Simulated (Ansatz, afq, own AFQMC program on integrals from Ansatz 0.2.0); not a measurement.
**The Ge1–H2 bond of GeH4, singlet, worked out**

```xyz
5

Ge    0.0001    0.0001    0.0000
H     1.1502   -0.7577    0.6818
H    -1.2410   -0.0300    0.9058
H    -0.3298   -0.6703   -1.3430
H     0.4206    1.4580   -0.2445
```

The molecule and both fragments are relaxed with PBE0/def2-SVP; the fragments keep their bonds.

Basis def2-TZVP. Only valence electrons are correlated. AFQMC by an in-house program on the Cholesky factors that Ansatz 0.2.0 writes for its CCSD(T) run. The CISD trial takes its coefficients from CCSD amplitudes. Released means that phaseless walkers are propagated on without the constraint, phases kept. Error bars are statistical, one sigma. No spin–orbit coupling.

Total energies in eV. CBS is CCSD(T) at the limit of def2-TZVPP/QZVPP (extrapolated itself); the highest rung of each member is named.

Cautions: inner d shell frozen; no relativity below Rb; no spin-orbit coupling.

```json
{"member": "GeH₃, doublet", "count": "+1", "CCSD(T)/def2-TZVP": "-56523.5337", "highest rung in def2-TZVP": "-56523.5539", "which": "CCSDT(Q)", "CCSD(T)/CBS": "-56525.3613"}
{"member": "H (doublet)", "count": "+1", "CCSD(T)/def2-TZVP": "-13.6005", "highest rung in def2-TZVP": "-13.6005", "which": "FCI", "CCSD(T)/CBS": "-13.6059"}
{"member": "GeH₄, singlet", "count": "-1", "CCSD(T)/def2-TZVP": "-56540.8919", "highest rung in def2-TZVP": "-56540.9116", "which": "CCSDT(Q)", "CCSD(T)/CBS": "-56542.8387"}
```

Work out the best estimate of the bond energy: the CCSD(T)/CBS difference plus the step from CCSD(T) to the highest rung.

Sums with the counts: CCSD(T)/CBS 3.8715 eV, highest rung 3.7572 eV, CCSD(T)/def2-TZVP 3.7577 eV. The step is 3.7572 − 3.7577 = -0.0005 eV, so the best estimate is 3.8715 + (-0.0005) = 3.8710 eV. The basis set is worth 0.114 eV of it. Zero-point, core-correlation and spin–orbit terms aren't in it. Past Ne the Hartree–Fock part of each CBS total tends to overshoot, since the cores don't follow the formula; that largely cancels in the difference.

Best estimates are given only where the step beyond CCSD(T) is under 0.3 eV and no member's determinant is very poor (T1 over 0.05, or 0.07 for open shells, ⟨S²⟩ too high by 0.3, two states mixed), so the hardest cases are missing from such tables.

CCSDT and higher add their correlation energy to the determinant of the CCSD(T) run, since their own runs factorise the integrals more tightly (a shift of under 2 meV). Each member of a difference takes its own highest rung, so a best estimate needn't equal the limit plus the step of one row.
